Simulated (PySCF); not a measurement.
Compound: C3H9OP.
Atom-mapped SMILES: `[CH3:1][P:2]([CH3:3])([CH3:4])=[O:5]` (hydrogens: H6, H7, H8 on C1; H9, H10, H11 on C3; H12, H13, H14 on C4)

Cartesian coordinates in Å at the PBE0-D3(BJ)/def2-SVP level; atoms count from 1:
```
atom  x, y, z in Å
C1     1.528    0.597   -0.295
P2     0.141   -0.223    0.548
C3    -0.436   -1.484   -0.629
C4    -1.184    1.023    0.571
O5     0.490   -0.766    1.898
H6     1.240    1.019   -1.269
H7     1.900    1.401    0.357
H8     2.339   -0.134   -0.434
H9    -1.354   -1.944   -0.236
H10   -0.632   -1.067   -1.628
H11    0.334   -2.266   -0.704
H12   -1.440    1.378   -0.439
H13   -0.857    1.874    1.187
H14   -2.073    0.578    1.041
```

The closed-shell ground state was solved at several levels (PySCF, density fitting, gas phase, non-relativistic).

```csv
level,basis functions,total energy (Eh),HOMO (eV),LUMO (eV),gap (eV),dipole (D)
wB97X-D/pcSseg-2,313,-536.4034,-9.41,1.83,11.24,4.58
PBE0/def2-SVPD,179,-535.7606,-7.50,0.31,7.81,4.57
```

Problem. Estimate the row for PBE0/pcSseg-1, a basis of 137 functions; the other rows only guide the guess.

Solution. Total energy -535.9577 Eh, HOMO -7.39 eV, LUMO 0.85 eV, gap 8.24 eV, dipole 4.32 D.

Problem. Over all these levels, which gives the widest orbital gap and which the narrowest?

Solution. wB97X-D/pcSseg-2 (range-separated hybrid) has the widest, 11.24 eV, and PBE0/def2-SVPD (global hybrid, 25 % exact exchange) the narrowest, 7.81 eV. Functional and basis both differ between the two, so the spread mixes both effects.

Problem. How far do the dipole and the HOMO energy spread over the levels?

Solution. The dipole runs from 4.32 to 4.58 D (mean 4.49 D) and the HOMO from -9.41 to -7.39 eV.

The pairwise dispersion term of wB97X-D wasn't added to the energies; at a given geometry it leaves orbitals and properties as they are.
